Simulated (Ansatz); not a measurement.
# Worked example: correlation energy of H₂B–NH, doublet

Geometry: a PBE0/def2-TZVP stationary point for this spin, not checked as a minimum.

```xyz
5

B     0.0000    0.0246    0.7072
N     0.0000   -0.0432   -0.6198
H     0.0000    1.1152    1.2324
H     0.0000   -0.9691    1.3860
H     0.0000    0.1907   -1.5912
```

Basis cc-pVDZ; Ansatz 0.2.0. Correlated methods freeze the noble-gas cores, which leaves 11 electrons in 41 orbitals. Prefix R: restricted or restricted open-shell reference; prefix U: unrestricted.

Full CI isn't at hand for all of this; UCCSDT(Q) serves as the reference, and is uncertain by about the last step of the cluster series.

Runs differ by some tens of microhartree through their thresholds and, for an open shell, their frozen cores, so steps under 0.03 kcal/mol mean nothing.

```csv
level,total energy (hartree)
UHF,-80.847057
UMP2,-81.072666
UCCSD,-81.106587
UCCSD(T),-81.113676
UCCSDT,-81.114790
UCCSDT(Q),-81.115305
```

Task: What is the correlation energy at UCCSDT(Q), and what share of it do UMP2 and UCCSDT recover?

Result: E(corr) = -81.115305 − (-80.847057) = -0.268248 hartree = -7.299 eV. UMP2: -0.225609 / -0.268248 = 84.10 %. UCCSDT: -0.267733 / -0.268248 = 99.81 %.

Task: By how many kcal/mol does UCCSD(T) miss UCCSDT(Q) (1 hartree = 627.509 kcal/mol), and which steps make up the rest?

Result: -81.113676 − (-81.115305) = 0.001629 hartree = 1.02 kcal/mol. Steps: UCCSDT − UCCSD(T) = -0.70, UCCSDT(Q) − UCCSDT = -0.32 kcal/mol. Differences between like states or geometries often cancel part of this.
